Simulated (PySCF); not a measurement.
# Core binding energy against partial charge

Species: 1-piperideine, C5H9N.
SMILES with atom numbers: `[CH:1]1=[N:2][CH2:3][CH2:4][CH2:5][CH2:6]1`

Cartesian coordinates in Å at the GFN2-xTB level; atoms count from 1:
```xyz
15
C5H9N angstrom
C      1.077    1.123    0.325
N     -0.014    1.704    0.110
C     -1.197    0.954   -0.214
C     -1.118   -0.542    0.096
C      0.210   -1.090   -0.417
C      1.349   -0.355    0.285
H      1.921    1.760    0.571
H     -2.023    1.423    0.331
H     -1.386    1.113   -1.282
H     -1.959   -1.062   -0.366
H     -1.177   -0.692    1.177
H      0.277   -0.921   -1.495
H      0.281   -2.165   -0.240
H      2.303   -0.534   -0.217
H      1.452   -0.708    1.316
```

Binding energies: PySCF 2.14.0, delta-SCF UKS SCAN, pcX-2 on the ionised atom, pcseg-1 elsewhere, spin-free X2C. Charges: PBE0/pcSseg-1 ground-state density, for the ionised atom.

```
atom                   environment  C 1s (eV)  Mulliken (e)  IAO (e)  Hirshfeld (e)  ESP (e)
  C4               ring CH2 carbon     290.51        -0.269   -0.278         -0.075   -0.138
  C5               ring CH2 carbon     290.68        -0.233   -0.256         -0.069   +0.178
  C6               ring CH2 carbon     290.73        -0.233   -0.303         -0.073   -0.196
  C3  sp3 carbon bound to nitrogen     291.10        -0.014   -0.160         -0.030   +0.331
  C1                  imine carbon     291.28        +0.055   +0.013         +0.039   +0.430
```

Task: How well does each charge scheme correlate with the binding energies over these sites?

Result: Mulliken: r = 0.99, slope 2.1 eV per e; Hirshfeld: r = 0.93, slope 6.1 eV per e; IAO: r = 0.91, slope 2.3 eV per e; ESP: r = 0.85, slope 1.0 eV per e. Mulliken charges have the highest r, on only 5 points.

Task: The point-charge model writes a binding energy as kq + V + constant, with V the potential of the other atoms' charges at the site. What does it give with the IAO charges?

Result: V = Σ 14.40 eV Å × q/r over all other atoms: +1.93 eV at C4, +1.46 eV at C5, +2.69 eV at C6, +0.37 eV at C3, -2.43 eV at C1. Fitting binding energy − V to q gives k = 17.6 eV per e and leaves an rms residual of 0.12 eV, against 0.11 eV for the fit on q alone. The model has no term for differences in relaxation between sites.

One conformer (not necessarily the lowest) at the GFN2-xTB geometry, without solvent, vibrations or thermal averaging.
